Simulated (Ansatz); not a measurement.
The input, for Ansatz 0.2.0:

```yaml
crystal:
  periodic: [false, false, false]
  atoms:
    - {symbol: Al, position_ang: [0.000000, -0.022311, 0.439981]}
    - {symbol: Li, position_ang: [0.000000, -0.022311, -2.198841]}
    - {symbol: H, position_ang: [0.000000, 2.081073, 1.971704]}
    - {symbol: H, position_ang: [0.000000, -1.330173, 1.392390]}
basis:
  gaussian: {orbitals: 6-31G}
magnetization: {spin_polarized: true, initial_magnetization: 0}
hamiltonian: {xc: {name: BHLYP}}
```

```sh
$ ansatz run in.yaml --threads 1 --pin off --events-out ev --progress --plain --max-ram 2393MiB
```

**Question.** Roughly how long does this take on 1 thread of Arm Neoverse N1, shared host, and how much host memory?

**Answer.** 5.5 s wall and 0.16 GiB.

```
328 factors; integrals over basis functions are off by at most 1.7e-4 eV
mean field evaluation 1: about -6829.0387 eV, gradient 7.7e0 eV
mean field evaluation 2: about -6829.5501 eV, gradient 5.3e0 eV
mean field evaluation 4: about -6830.0770 eV, gradient 1.7e-1 eV
mean field evaluation 8: about -6830.0948 eV, gradient 7.1e-3 eV
mean field evaluation 16: about -6830.0762 eV, gradient 4.9e-1 eV
mean field evaluation 32: about -6829.2654 eV, gradient 4.3e0 eV
mean field -6830.09485355 eV, -251.0013562633 hartree, gradient 5.7e-6 eV, S^2 0.003649; 4 other end points of the search recorded, 0 dependent functions left out
reference -6830.09501698 eV, -251.0013622693 hartree; 9, 9 occupied and 17, 17 virtual orbitals, 328 factors
Total energy: -6830.09501698 eV, -251.0013622693 hartree
```
